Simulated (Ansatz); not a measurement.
# MgH₃+ (triplet): the correlation ladder at a displaced geometry (v2), cc-pVTZ

The task here is to estimate one member of a computed series from the others.

Method: cc-pVTZ, core rule «outside noble gas», up to 5 orbitals frozen; program: Ansatz 0.2.0, Gaussian basis.

Plan: UHF; CCSD(T) on ROHF; CCSD(T) on UHF; BCCD(T) on ROHF; CCSDT(Q) on ROHF; CCSDT(Q) on UHF; Full CI.

23 further runs of the same task are left out: 10 for a known fault of the program, 3 that didn't finish, 10 set aside as unsound or not needed. Runs told in other sessions of the task aren't counted.

### What is computed

The geometry is a PBE0/def2-TZVP stationary point (not a proven minimum) with its atoms shifted at random (size 0.100 Å).

4 atoms, charge 1, spin multiplicity 3.

Atoms are counted from 1 here; the program's logs count them from 0.

Bond lengths: Mg1–H2 1.714 Å, Mg1–H3 1.905 Å, Mg1–H4 1.951 Å. Angles: H2–Mg1–H3 122.3°, H2–Mg1–H4 119.3°, H3–Mg1–H4 118.4°.

Set-up of the first run:

File in.yaml:

```yaml
crystal:
  periodic: [false, false, false]
  atoms:
    - {symbol: Mg, position_ang: [0.009526, 0.003504, -0.001351]}
    - {symbol: H, position_ang: [1.723176, 0.027795, 0.016343]}
    - {symbol: H, position_ang: [-1.031770, 1.598353, -0.002738]}
    - {symbol: H, position_ang: [-0.921103, -1.710633, 0.018976]}
basis:
  gaussian: {orbitals: cc-pVTZ}
total_charge: 1
magnetization: {spin_polarized: true, initial_magnetization: 2}
hamiltonian: {xc: hf}
output: {orbitals: {seedname: orbitals}}
```

Command:

```bash
ansatz run in.yaml --threads 1 --pin off --events-out ev --progress --plain --max-ram 2393MiB
```

Steps of the session up to this table: UHF; CCSD(T) on ROHF; CCSD(T) on UHF; BCCD(T) on ROHF; CCSDT(Q) on ROHF; CCSDT(Q) on UHF; Full CI.

One of the session's tables, all rows but one given; the rest of the session is left out.

| method | from FCI (kcal/mol) |
| --- | --- |
| ROHF | +35.74 |
| UHF | +28.36 |
| RMP2 | +13.81 |
| UMP2 | ? |
| RCCSD | +1.06 |
| UCCSD | +0.27 |
| RCCSD(T) | +0.27 |
| UCCSD(T) | 0.00 |
| BCCD(T) | +0.19 |
| RCCSDT | +0.01 |
| UCCSDT | -0.14 |
| RCCSDT(Q) | 0.00 |
| UCCSDT(Q) | -0.14 |
| FCI | 0 |

**Question.** Estimate the row for UMP2.

The run gave: from FCI (kcal/mol): +10.81. In the column «from FCI (kcal/mol)» it lies between RCCSD (+1.06) and RMP2 (+13.81).

To keep in mind: UCCSDT, UCCSDT(Q) fall below full CI: unrestricted runs freeze a spin-polarised core, another one than full CI's, and coupled cluster isn't variational. Levels on UHF freeze UHF's core orbitals, full CI those of ROHF, so the U rows can settle a little off it for that reason alone. Restricted and unrestricted rows rest on different reference determinants; a gap between their highest levels can come from leftover correlation error, from unlike frozen cores or from another state.
